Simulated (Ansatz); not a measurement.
# C2H5Mg+ (SMILES [CH2+][Mg][CH3]): functionals against CCSD(T) at one geometry

An exercise on one series of results from a longer session: the logs are not shown, and one member is left open.

The runs use Ansatz 0.2.0, Gaussian basis; single points in def2-TZVPP.

Correlated methods freeze the cores. The outer core shell of Li, Na, Mg and K is correlated.

**The starting structure**

SMILES `[CH2+][Mg][CH3]`, 8 atoms, charge 1, spin multiplicity 1.

Atoms are counted from 1 here; the program's logs count them from 0.

Bond lengths: C1–Mg2 2.185 Å, C1–H4 1.099 Å, C1–H5 1.049 Å, Mg2–C3 2.119 Å, C3–H6 1.087 Å, C3–H7 1.073 Å, C3–H8 1.124 Å. Angles: Mg2–C1–H4 116.7°, Mg2–C1–H5 116.4°, H4–C1–H5 106.4°, C1–Mg2–C3 169.4°, Mg2–C3–H6 107.1°, Mg2–C3–H7 100.4°, Mg2–C3–H8 110.9°, H6–C3–H7 112.4°, H6–C3–H8 112.8°, H7–C3–H8 112.4°.

Coordinates:

```tsv
atom	x (Å)	y (Å)	z (Å)
C1	-1.07110	1.31020	-1.70360
Mg2	-0.16930	0.13000	-0.10040
C3	1.00880	-1.04550	1.21170
H4	-2.01740	0.93700	-2.11900
H5	-1.21640	2.33070	-1.50680
H6	1.34450	-0.39150	2.01260
H7	1.80700	-1.32920	0.55350
H8	0.42760	-1.93070	1.58750
```

Set-up of the first run:

The input, run/in.yaml:

```yaml
crystal:
  periodic: [false, false, false]
  atoms:
    - {symbol: C, position_ang: [-1.071100, 1.310200, -1.703600]}
    - {symbol: Mg, position_ang: [-0.169300, 0.130000, -0.100400]}
    - {symbol: C, position_ang: [1.008800, -1.045500, 1.211700]}
    - {symbol: H, position_ang: [-2.017400, 0.937000, -2.119000]}
    - {symbol: H, position_ang: [-1.216400, 2.330700, -1.506800]}
    - {symbol: H, position_ang: [1.344500, -0.391500, 2.012600]}
    - {symbol: H, position_ang: [1.807000, -1.329200, 0.553500]}
    - {symbol: H, position_ang: [0.427600, -1.930700, 1.587500]}
basis:
  gaussian: {orbitals: def2-TZVPP}
total_charge: 1
correlation: {method: ccsd_t}
output: {forces: true}
```

The command line of these runs was not kept.

Steps of the session up to this table: CCSD(T)/def2-TZVPP; PBE0-D4/def2-TZVPP; wB97M-V/def2-TZVPP; r2SCAN-D4/def2-TZVPP; PBE-D4/def2-TZVPP; BLYP-D4/def2-TZVPP; wB97X-V/def2-TZVPP.

One table of the session follows, with a row left open; its other results are not shown here.

```
   method  RMS force component (eV/Å)  angle to CCSD(T) forces (°)
  CCSD(T)                       0.750                    reference
  PBE0-D4                           ?                            ?
  wB97M-V                       0.800                         10.5
r2SCAN-D4                       0.760                         12.2
   PBE-D4                       0.784                         19.4
  BLYP-D4                       0.748                         18.4
  wB97X-V                       0.845                         12.0
```

Q: Estimate the row for PBE0-D4 from the others.

The run gave: RMS force component (eV/Å): 0.766; angle to CCSD(T) forces (°): 6.3. In the column «RMS force component (eV/Å)» it lies between r2SCAN-D4 (0.760) and PBE-D4 (0.784).
